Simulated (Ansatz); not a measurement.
```yaml
crystal:
  periodic: [false, false, false]
  atoms:
    - {symbol: Ge, position_ang: [-0.870789, -0.426117, -0.003829]}
    - {symbol: P, position_ang: [0.947773, 0.976063, 0.008869]}
    - {symbol: N, position_ang: [2.193162, 0.028630, 0.000054]}
    - {symbol: H, position_ang: [3.154023, 0.317271, 0.002613]}
basis:
  gaussian: {orbitals: def2-TZVP}
magnetization: {spin_polarized: true, initial_magnetization: 3}
hamiltonian: {xc: pbe0}
relax: {f_tol: 0.004, max_steps: 80}
```

```sh
$ ansatz run in.yaml --threads 1 --pin off --events-out ev --progress --plain --max-ram 2176MiB
```

Steps of the relaxation (energy above the last step; positions in Å, forces in eV/Å):

```
4
step 1, 53.3 meV
Ge   -0.871   -0.426   -0.004   -0.437   -0.074   -0.001
P     0.948    0.976    0.009    0.386   -0.408   -0.004
N     2.193    0.029    0.000   -0.444    0.508    0.005
H     3.154    0.317    0.003    0.496   -0.027    0.000
```

```
4
step 2, 16.0 meV
Ge   -1.003   -0.394   -0.004   -0.011   -0.059   -0.001
P     0.946    0.879    0.008    0.652   -0.344   -0.003
N     2.265    0.032    0.000   -0.657    0.489    0.005
H     3.216    0.379    0.003    0.017   -0.087   -0.001
```

```
4
step 3, 160.5 meV
Ge   -0.989   -0.478   -0.004    0.451    0.516    0.005
P     0.999    0.988    0.009   -3.074    0.999    0.009
N     2.198    0.104    0.001    3.703   -1.189   -0.011
H     3.217    0.282    0.002   -1.081   -0.326   -0.003
```

```
4
step 8, 0.0 meV
Ge   -0.980   -0.423   -0.004    0.000    0.000    0.000
P     0.939    0.916    0.008   -0.001    0.000    0.000
N     2.242    0.087    0.001    0.001    0.000    0.000
H     3.224    0.316    0.002   -0.001    0.000    0.000
```

Close pairs at the end: N3–H4 1.008 Å, P2–N3 1.544 Å, Ge1–P2 2.340 Å.

A stationary point of unrestricted PBE0 after 8 steps, with ⟨S²⟩ = 3.766 against 3.75 for a pure state; no frequencies were run, so it isn't proven a minimum. 70 s on 1 thread of Intel Xeon Platinum 8259CL, shared host.
